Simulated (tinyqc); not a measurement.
Inside a calculation (part 2 of 2). Method: coupled-perturbed Hartree-Fock on RHF in the sto-3g basis, for H3O+, spin multiplicity 1. Computed by tinyqc, a small Python program that keeps every step (integrals from PySCF). Command: `OMP_NUM_THREADS=1 python tinyqc.py 20308 20309 out.jsonl` (the two numbers bound the seeds that draw the settings). One thread of a shared host (Intel(R) Xeon(R) Processor @ 2.60GHz), about 0.2 s of CPU time with the checks.

Geometry (angstrom):
```
atom          x          y         z
O      0.000000   0.000000  0.131000
H      0.924000   0.000000  0.000000
H     -0.462000   0.800000  0.000000
H     -0.462000  -0.800000  0.000000
```

## Convergence

Stop when the energy changes by less than 1e-10 hartree and every element of the error matrix X^T (F D S - S D F) X is below 3e-06.

Course of the cycle:
```
iteration   E (hartree)     change  largest element of the error matrix
1          -75.16307853          -                             5.43e-01
2          -75.30970068  -1.47e-01                             7.32e-02
3          -75.31880244  -9.10e-03                             1.39e-02
4          -75.31908273  -2.80e-04                             1.04e-03
5          -75.31908527  -2.54e-06                             3.65e-04
6          -75.31908561  -3.48e-07                             2.16e-06
7          -75.31908561  -1.39e-11                             1.91e-08
```

PySCF RHF in the same basis = -75.31908561 hartree

Converged in 7 iterations.

## Integrals over molecular orbitals

coefficients C, order 1O 1s, 1O 2s, 1O 2px, 1O 2py, 1O 2pz, 2H 1s, 3H 1s, 4H 1s:
```
[[0.993837, -0.240737, 0.000000, -0.000029, -0.029228, -0.171934, -0.000104, 0.000000],
 [0.029020, 0.866715, 0.000000, 0.000148, 0.143294, 1.174978, 0.000828, 0.000000],
 [-0.000002, -0.000084, 0.000000, 0.707913, -0.000033, 0.000430, -0.968298, 0.000000],
 [0.000000, 0.000000, 0.707917, 0.000000, 0.000000, 0.000000, 0.000000, 0.968331],
 [-0.001453, -0.060151, 0.000000, 0.000026, 0.988729, -0.180016, -0.000125, 0.000000],
 [-0.005482, 0.098092, 0.000000, 0.385400, -0.036775, -0.682081, 1.040845, 0.000000],
 [-0.005484, 0.098136, 0.333775, -0.192686, -0.036756, -0.681310, -0.521062, -0.901875],
 [-0.005484, 0.098136, -0.333775, -0.192686, -0.036756, -0.681310, -0.521062, 0.901875]]
```

core Hamiltonian H = T + V (hartree), order 1O 1s, 1O 2s, 1O 2px, 1O 2py, 1O 2pz, 2H 1s, 3H 1s, 4H 1s:
```
[[-33.316568, -7.753798, 0.000009, 0.000000, 0.006880, -1.884661, -1.885453, -1.885453],
 [-7.753798, -9.918917, 0.000094, 0.000000, 0.080159, -4.105598, -4.106792, -4.106792],
 [0.000009, 0.000094, -8.186987, 0.000000, -0.000015, -2.776358, 1.388755, 1.388755],
 [0.000000, 0.000000, 0.000000, -8.186989, 0.000000, 0.000000, -2.404716, 2.404716],
 [0.006880, 0.080159, -0.000015, 0.000000, -8.000411, 0.417676, 0.417837, 0.417837],
 [-1.884661, -4.105598, -2.776358, 0.000000, 0.417676, -5.481276, -1.556083, -1.556083],
 [-1.885453, -4.106792, 1.388755, -2.404716, 0.417837, -1.556083, -5.482043, -1.556805],
 [-1.885453, -4.106792, 1.388755, 2.404716, 0.417837, -1.556083, -1.556805, -5.482043]]
```

Given earlier and not repeated: Two-electron integrals (ij|kl) in chemists' order.

(pq|rs) = sum C_ip C_jq C_kr C_ls (ij|kl), one index at a time.

one-electron integrals over orbitals h = C^T H C (hartree):
```
[[-33.298008, 0.574129, 0.000000, 0.000073, 0.066041, 0.389845, 0.000234, 0.000000],
 [0.574129, -8.274491, 0.000000, 0.000005, -0.057374, -1.457929, -0.001042, 0.000000],
 [0.000000, 0.000000, -7.250257, 0.000000, 0.000000, 0.000000, 0.000000, -1.732825],
 [0.000073, 0.000005, 0.000000, -7.250110, -0.000041, -0.001119, 1.732977, 0.000000],
 [0.066041, -0.057374, 0.000000, -0.000041, -7.974262, 0.238278, 0.000070, 0.000000],
 [0.389845, -1.457929, 0.000000, -0.001119, 0.238278, -5.102691, 0.000190, 0.000000],
 [0.000234, -0.001042, 0.000000, 1.732977, 0.000070, 0.000190, -5.661707, 0.000000],
 [0.000000, 0.000000, -1.732825, 0.000000, 0.000000, 0.000000, 0.000000, -5.661775]]
```

Two-electron integrals over orbitals (pq|rs), unique and non-zero (hartree):
```
(11|11) 4.742479    (21|11) -0.429900   (21|21) 0.061621    (22|11) 1.026417
(22|21) -0.015625   (22|22) 0.724393    (31|31) 0.014478    (32|31) 0.022129
(32|32) 0.143920    (33|11) 0.884480    (33|21) -0.006737   (33|22) 0.670830
(33|33) 0.686420    (41|11) -0.000053   (41|21) 0.000006    (41|22) -0.000008
(41|33) -0.002550   (41|41) 0.014477    (42|11) 0.000012    (42|21) -3.96e-06
(42|22) -0.000034   (42|33) -0.034422   (42|41) 0.022128    (42|42) 0.143904
(43|31) -0.002546   (43|32) -0.034412   (43|43) 0.042931    (44|11) 0.884456
(44|21) -0.006737   (44|22) 0.670800    (44|33) 0.600527    (44|41) 0.002552
(44|42) 0.034445    (44|44) 0.686408    (51|11) -0.051716   (51|21) 0.005772
(51|22) -0.006653   (51|33) -0.001770   (51|41) 9.70e-07    (51|42) -2.81e-07
(51|44) -0.001770   (51|51) 0.026469    (52|11) 0.021213    (52|21) -0.003422
(52|22) -0.014379   (52|33) 0.000800    (52|41) -3.56e-07   (52|42) -1.62e-06
(52|44) 0.000798    (52|51) 0.032666    (52|52) 0.149100    (53|31) 0.001798
(53|32) 0.002971    (53|43) 0.001591    (53|53) 0.034928    (54|11) 0.000010
(54|21) -7.88e-07   (54|22) 8.91e-07    (54|33) 0.001594    (54|41) 0.001798
(54|42) 0.002969    (54|44) -0.001588   (54|51) 4.06e-06    (54|52) 0.000014
(54|54) 0.034927    (55|11) 1.111413    (55|21) -0.012366   (55|22) 0.753667
(55|33) 0.671866    (55|41) -1.46e-06   (55|42) 0.000006    (55|44) 0.671851
(55|51) 0.006236    (55|52) 0.037843    (55|54) 0.000010    (55|55) 0.881165
(61|11) -0.308163   (61|21) 0.044779    (61|22) -0.010765   (61|33) -0.004846
(61|41) 0.000013    (61|42) 0.000010    (61|44) -0.004844   (61|51) 0.001195
(61|52) -0.006042   (61|54) 1.35e-07    (61|55) -0.009127   (61|61) 0.032910
(62|11) 0.337546    (62|21) -0.011286   (62|22) 0.137047    (62|33) 0.100924
(62|41) 0.000005    (62|42) 0.000032    (62|44) 0.100908    (62|51) -0.006327
(62|52) -0.012502   (62|54) 4.22e-06    (62|55) 0.167045    (62|61) -0.007281
(62|62) 0.076858    (63|31) 0.007116    (63|32) -0.010955   (63|43) 0.024272
(63|53) 0.002898    (63|63) 0.052083    (64|11) 0.000233    (64|21) -0.000006
(64|22) 0.000108    (64|33) 0.024362    (64|41) 0.007112    (64|42) -0.011004
(64|44) -0.024197   (64|51) -3.99e-07   (64|52) 0.000008    (64|54) 0.002902
(64|55) 0.000123    (64|61) 2.03e-07    (64|62) 0.000069    (64|64) 0.052145
(65|11) -0.047647   (65|21) -0.000890   (65|22) -0.031947   (65|33) -0.016741
(65|41) 1.53e-06    (65|42) 0.000009    (65|44) -0.016733   (65|51) 0.019579
(65|52) 0.069144    (65|54) 0.000020    (65|55) -0.017647   (65|61) -0.002885
(65|62) -0.022256   (65|64) -0.000012   (65|65) 0.042142    (66|11) 0.672134
(66|21) -0.008352   (66|22) 0.525295    (66|33) 0.512462    (66|41) 0.000013
(66|42) 0.000107    (66|44) 0.512554    (66|51) -0.007852   (66|52) -0.026845
(66|54) -0.000007   (66|55) 0.521805    (66|61) -0.005104   (66|62) 0.047989
(66|64) -0.000024   (66|65) -0.019909   (66|66) 0.466394    (71|11) -0.000189
(71|21) 0.000030    (71|22) -4.83e-07   (71|33) 0.002364    (71|41) -0.016804
(71|42) -0.023992   (71|44) -0.002374   (71|51) 1.27e-06    (71|52) -2.71e-06
(71|54) -0.002106   (71|55) -0.000005   (71|61) 0.000011    (71|62) -0.000012
(71|64) -0.007908   (71|65) -3.01e-06   (71|66) -0.000018   (71|71) 0.019555
(72|11) 0.000241    (72|21) -0.000006   (72|22) 0.000107    (72|33) -0.013307
(72|41) -0.014906   (72|42) -0.047216   (72|44) 0.013440    (72|51) -3.12e-06
(72|52) -2.36e-06   (72|54) -0.008123   (72|55) 0.000117    (72|61) -0.000013
(72|62) 0.000029    (72|64) -0.037837   (72|65) -0.000015   (72|66) 0.000034
(72|71) 0.016471    (72|72) 0.052263    (73|31) -0.003349   (73|32) -0.042507
(73|43) 0.004860    (73|53) 0.001881    (73|63) 0.024174    (73|73) 0.034542
(74|11) -0.368550   (74|21) 0.007577    (74|22) -0.159431   (74|33) -0.131742
(74|41) 0.003356    (74|42) 0.042482    (74|44) -0.122047   (74|51) -0.000398
(74|52) -0.015716   (74|54) -0.001883   (74|55) -0.186855   (74|61) 0.005343
(74|62) -0.085098   (74|64) -0.024232   (74|65) 0.010099    (74|66) -0.046001
(74|71) -0.003905   (74|72) -0.000338   (74|74) 0.142740    (75|11) -0.000015
(75|21) -4.05e-07   (75|22) -0.000008   (75|33) 0.004899    (75|41) -0.002907
(75|42) -0.017143   (75|44) -0.004913   (75|51) 0.000012    (75|52) 0.000044
(75|54) -0.023067   (75|55) -1.11e-06   (75|61) -3.46e-06   (75|62) -0.000013
(75|64) 0.005117    (75|65) 0.000013    (75|66) -0.000025   (75|71) 0.003294
(75|72) 0.005275    (75|74) -0.006236   (75|75) 0.022042    (76|11) -0.000031
(76|21) 6.89e-07    (76|22) 0.000008    (76|33) 0.042447    (76|41) -0.014040
(76|42) -0.104995   (76|44) -0.042505   (76|51) -3.57e-06   (76|52) -0.000012
(76|54) 0.003851    (76|55) -0.000016   (76|61) -0.000008   (76|62) -0.000012
(76|64) 0.046687    (76|65) -0.000016   (76|66) -0.000144   (76|71) 0.015578
(76|72) 0.004150    (76|74) -0.051503   (76|75) 0.013999    (76|76) 0.123406
(77|11) 0.809020    (77|21) -0.008651   (77|22) 0.589093    (77|33) 0.537823
(77|41) 0.000391    (77|42) 0.031186    (77|44) 0.610709    (77|51) -0.001186
(77|52) 0.000477    (77|54) -0.004219   (77|55) 0.590227    (77|61) -0.005941
(77|62) 0.072522    (77|64) -0.040676   (77|65) -0.009819   (77|66) 0.491605
(77|71) -0.000243   (77|72) 0.022902    (77|74) -0.069765   (77|75) -0.005404
(77|76) -0.058729   (77|77) 0.588763    (81|31) 0.016805    (81|32) 0.023992
(81|43) -0.002363   (81|53) 0.002107    (81|63) 0.007913    (81|73) -0.003901
(81|81) 0.019556    (82|31) 0.014905    (82|32) 0.047199    (82|43) 0.013392
(82|53) 0.008124    (82|63) 0.037843    (82|73) -0.000237   (82|81) 0.016470
(82|82) 0.052263    (83|11) 0.368532    (83|21) -0.007578   (83|22) 0.159394
(83|33) 0.122032    (83|41) 0.003354    (83|42) 0.042518    (83|44) 0.131741
(83|51) 0.000398    (83|52) 0.015715    (83|54) -0.001876   (83|55) 0.186839
(83|61) -0.005340   (83|62) 0.085101    (83|64) -0.024119   (83|65) -0.010090
(83|66) 0.046106    (83|71) -0.003911   (83|72) -0.000208   (83|74) -0.076509
(83|75) -0.006245   (83|76) -0.051560   (83|77) 0.103863    (83|83) 0.142767
(84|31) 0.003356    (84|32) 0.042518    (84|43) -0.004851   (84|53) -0.001877
(84|63) -0.024146   (84|73) -0.031763   (84|81) 0.003909    (84|82) 0.000265
(84|84) 0.034524    (85|31) 0.002907    (85|32) 0.017142    (85|43) -0.004901
(85|53) 0.023067    (85|63) -0.005108   (85|73) -0.006243   (85|81) 0.003294
(85|82) 0.005273    (85|84) 0.006242    (85|85) 0.022041    (86|31) 0.014039
(86|32) 0.104965    (86|43) -0.042414   (86|53) -0.003843   (86|63) -0.046574
(86|73) -0.051542   (86|81) 0.015577    (86|82) 0.004160    (86|84) 0.051527
(86|85) 0.013989    (86|86) 0.123262    (87|31) 0.000417    (87|32) 0.031368
(87|43) -0.036509   (87|53) -0.004224   (87|63) -0.040780   (87|73) -0.017167
(87|81) 0.000267    (87|82) -0.022846   (87|84) 0.017147    (87|85) 0.005423
(87|86) 0.058853    (87|87) 0.048053    (88|11) 0.809040    (88|21) -0.008651
(88|22) 0.589124    (88|33) 0.610772    (88|41) -0.000410   (88|42) -0.031310
(88|44) 0.537780    (88|51) -0.001186   (88|52) 0.000477    (88|54) 0.004226
(88|55) 0.590242    (88|61) -0.005941   (88|62) 0.072542    (88|64) 0.040839
(88|65) -0.009828   (88|66) 0.491478    (88|71) 0.000255    (88|72) -0.022790
(88|74) -0.103914   (88|75) 0.005415    (88|76) 0.058829    (88|77) 0.492974
(88|83) 0.069680    (88|88) 0.588910
```

## Response to a field: uncoupled start

orbital energies (hartree): [-20.859040, -1.805214, -1.144685, -1.144672, -0.920927, 0.129672, 0.340893, 0.340991]

dipole integrals <a|z|i> (bohr), order a6, a7, a8:
```
[[-0.010341, 0.025563, 0.000000, 0.000072, 0.071610],
 [-0.000007, 0.000034, 0.000000, -0.139554, 0.000030],
 [0.000000, 0.000000, 0.139557, 0.000000, 0.000000]]
```

Field along z; U_ai = -mu_ai / (e_a - e_i), alpha = -4 sum U_ai mu_ai.

uncoupled U, order a6, a7, a8:
```
[[0.000493, -0.013212, 0.000000, -0.000057, -0.068161],
 [0.000000, -0.000016, 0.000000, 0.093940, -0.000024],
 [0.000000, 0.000000, -0.093935, 0.000000, 0.000000]]
```

uncoupled polarisability = 0.125772 bohr^3

## Coupled step 1

U_ai = -(mu_ai + sum_bj [4 (ai|bj) - (ab|ij) - (aj|bi)] U_bj) / (e_a - e_i); alpha = -4 sum U_ai mu_ai.

U after step 1, order a6, a7, a8:
```
[[0.000107, 0.002557, 0.000000, -0.000052, -0.099933],
 [0.000000, -0.000008, 0.000000, 0.090114, -0.000033],
 [0.000000, 0.000000, -0.090110, 0.000000, 0.000000]]
```

polarisability = 0.128973 bohr^3

## Coupled step 2

As before.

U after step 2, order a6, a7, a8:
```
[[0.000122, 0.003520, 0.000000, -0.000054, -0.111062],
 [0.000000, -0.000008, 0.000000, 0.093037, -0.000035],
 [0.000000, 0.000000, -0.093032, 0.000000, 0.000000]]
```

polarisability = 0.135326 bohr^3

## Coupled polarisability

Repeat until U stops changing; compare with -d2E/dF2.

Course of the coupled iterations:
```
step  alpha (bohr^3)
0           0.125772
1           0.128973
2           0.135326
3           0.136796
4           0.137425
5           0.137640
6           0.137722
7           0.137752
8           0.137763
9           0.137768
10          0.137769
11          0.137770
12          0.137770
13          0.137770
14          0.137770
15          0.137770
16          0.137770
17          0.137770
```

coupled polarisability = 0.137770 bohr^3

finite-field check, fields of +/-0.001 au = 0.137770 bohr^3
